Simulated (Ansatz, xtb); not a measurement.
**C6H8: which of two isomers lies lower**

Structure I is `CC1=CC=CC1`, a singlet and structure II is `CC1=CCC=C1`, a singlet. Both are isolated molecules in the gas phase, relaxed with PBE-D3(BJ)/def2-SVP.

Quicker runs give these differences E(II) − E(I): GFN2-xTB +0.80 kJ/mol; HF/STO-3G +0.99 kJ/mol (at GFN2-xTB geometries); r2SCAN-D4/def2-SVP −0.26 kJ/mol (at GFN2-xTB geometries).

Task: Which of the two would you expect CCSD(T)/def2-SVP + ΔMP2/def2-TZVPP electronic energies to favour?

Result: CCSD(T)/def2-SVP + ΔMP2/def2-TZVPP gives E(II) − E(I) = −1.25 kJ/mol, slightly favouring structure II, which is too small a margin to settle the true order.

The same difference at several levels:

```csv
level,geometry,E(II) − E(I) (kJ/mol),departure from the last row (kJ/mol),"job, with rough time for the two"
GFN2-xTB,GFN2-xTB,+0.80,+2.04,"optimisation, 0.22 s"
HF/STO-3G,GFN2-xTB,+0.99,+2.23,"single point, 0.58 s"
r2SCAN-D4/def2-SVP,GFN2-xTB,−0.26,+0.99,"single point, 3.9 s"
PBE-D3(BJ)/def2-SVP,PBE-D3(BJ)/def2-SVP,+0.23,+1.48,"optimisation, 21 s"
HF/def2-SVP,PBE-D3(BJ)/def2-SVP,−1.19,+0.06,part of the CCSD(T) run
MP2/def2-SVP,PBE-D3(BJ)/def2-SVP,−0.17,+1.08,part of the CCSD(T) run
CCSD(T)/def2-SVP,PBE-D3(BJ)/def2-SVP,−0.33,+0.92,single point
CCSD(T)/def2-SVP + ΔMP2/def2-TZVPP,PBE-D3(BJ)/def2-SVP,−1.25,,"single point, 71 s"
```

As drawn, both hold the same kinds of bond in the same numbers.

The largest departure from CCSD(T)/def2-SVP + ΔMP2/def2-TZVPP is that of HF/STO-3G, 2.23 kJ/mol. The last row adds to CCSD(T) the change of the MP2 difference between the two basis sets, here −0.92 kJ/mol.

With thermal terms from frequencies at re-optimised GFN2-xTB minima (ideal gas, soft modes damped towards free rotors, one conformer each, 298.15 K, 1 atm): on the last row, ΔE + ΔZPE = −1.41, ΔH = −1.48, ΔG = −1.18 kJ/mol.

The correlated steps freeze 6 core orbitals. Programs: Ansatz 0.2.0, xtb 6.7.1; the last row on 2 threads of Intel(R) Xeon(R) Processor @ 2.70GHz on a shared host.
